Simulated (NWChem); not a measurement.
**Correlation energy of Be**

```
Be
```
Charge 0, spin multiplicity 1.

All runs are NWChem calculations.

Basis set: STO-3G. Each correlation energy counts from its own Hartree-Fock reference.

The correlated methods keep 1 core orbital frozen. Coupled-cluster values serve here as a point of comparison, not as the truth.

Question: Order these methods by the correlation energy they give, lowest first: MP2, SCS-MP2, CCSD.

Answer: CCSD (-51.4 mHa), SCS-MP2 (-28.5 mHa), MP2 (-23.8 mHa)
